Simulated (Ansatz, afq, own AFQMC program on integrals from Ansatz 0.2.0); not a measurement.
**Al₂H, quartet: AFQMC among the cluster methods**

```xyz
3

Al    0.0000    0.0000    0.3526
Al    0.0000    0.0000   -2.3244
H     0.0000    0.0000    1.9718
```

Connectivity, by distances: AlH–Al.

Basis aug-cc-pVDZ. Noble-gas cores (and the filled d shells of Ga–Kr and In–Xe) are frozen. Ansatz 0.2.0 and our own AFQMC program on the same integrals; the CISD trial comes from CCSD amplitudes, and released means the phaseless constraint is let go. Uncertainties: one standard error, sampling alone.

Determinant: UHF, the one that the program's search chose, which needn't be the lowest solution. The geometry is a PBE0/def2-TZVP stationary point of this or a neighbouring charge and spin state.

No full CI on the walks' own integrals is used here; CCSDT(Q) serves as the reference and is uncertain by about the last step of the cluster series.

Cautions: another spin lies lower (by 825 meV); released walk and highest rung disagree (by 15 meV at 2.40 1/Eh).

- T1 diagnostic: 0.0312
- weight of the determinant in the CISD state: 0.862
- ⟨S²⟩ of the determinant: 3.790
- size of the correlated space: 7 electrons in 53 orbitals

Estimate: order these by the size of their error in total energy against CCSDT(Q), smallest first.
A. phaseless AFQMC with a CISD trial
B. CCSDT
C. MP2
D. CCSD

B (1.4 kJ/mol), A (4.0 ± 0.4 kJ/mol), D (23.5 kJ/mol), C (99.1 kJ/mol).

Reference: CCSDT(Q), correlation energy -3.505 eV.

A walk keeps the symmetry of its determinant, which the program's search chose and which needn't be the lowest solution, so a lower state of the same spin and another symmetry isn't excluded.
